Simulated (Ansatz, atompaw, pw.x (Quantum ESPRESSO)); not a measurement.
Mg: one change to the PAW (atompaw) potential, in the atom and in the fcc crystal

| Item | Value |
| --- | --- |
| Element | Mg |
| Generator | atompaw 4.2.0.5 |
| Type | PAW |
| Functional | PBEsol |
| Relativity | scalar-relativistic |
| Frozen core | [Ne] |
| Valence charge | 2 |
| Reference configuration | 3s1.75 3p0.25 |
| Partial waves | 3s (bound): rc 3.00 bohr; 3s channel at 2.95 Ry: rc 3.00 bohr; 3p (bound): rc 3.00 bohr; 3p channel at 0.3 Ry: rc 3.00 bohr; 3d channel at 0.45 Ry: rc 3.00 bohr |
| Local potential | ultrasoft scheme with l = 3 at 0 Ry, radius 2.00 bohr |
| Core correction | smooth core density matched at 1.55 bohr |
| Augmentation charge | besselshape compensation charge, radius 2.65 bohr; PAW radius 3.00 bohr; waves and projectors: custom polynom2 7 10 vanderbiltortho |

Change: local potential ultrasoft scheme with l = 3 at 0 Ry, radius 1.68 bohr.

Cutoffs, loose and tight: the cutoffs (Ry, on a coarse ladder) from which the occupation-weighted sum of valence levels, in a spherical-Bessel basis at the reference potential, stays within 10 and 1 mRy of its value at 400 Ry. They see the waves, projectors and local potential, not the compensation charge or the core.

Crystal test: fcc Mg in pw.x 7.5, no spin, 13³ k-points, Fermi–Dirac smearing 0.01 Ry, cutoffs set for each file from its atomic test. The reference is all-electron LAPW (Ansatz 0.2.0) with the same functional, mesh and smearing; V0 and B0 come from Birch–Murnaghan fits to the pressures at five volumes. Errors are pseudo minus all-electron; Δ is the rms difference of the E(V) curves that follow from these fits, minima aligned, over ±6 % about the mean V0. Mesh and smearing are coarse, so the numbers serve the comparison and aren't converged zero-temperature values; the lattice is a test structure that the element need not adopt.

All-electron: a0 = 4.495 Å (V0 = 22.71 Å³/atom), B0 = 36.4 GPa.

Q: Does the change bring the crystal closer to the all-electron result?

A: The mean pressure error goes from +1.46 to +1.08 GPa, so the change moves the solid closer to the all-electron pressures.

| quantity | base | changed |
| --- | --- | --- |
| outcome (atom) | generated | generated |
| cutoff, loose (atom) | 6 Ry | 6 Ry |
| cutoff, tight (atom) | 8 Ry | 8 Ry |
| bound ghosts (atom) | none | none |
| cutoffs in pw.x (Ry) | 40/400 | 40/400 |
| a0 (Å) | 4.552 | 4.538 |
| a0 error (%) | +1.27 | +0.95 |
| B0 error (%) | -2.6 | -1.4 |
| Δ (meV/atom) | 6.9 | 5.2 |
| mean pressure error (GPa) | +1.46 | +1.08 |

Base: This is a poor potential for the solid. Changed file: This is a poor potential for the solid. The atomic cutoffs weigh occupied waves only.
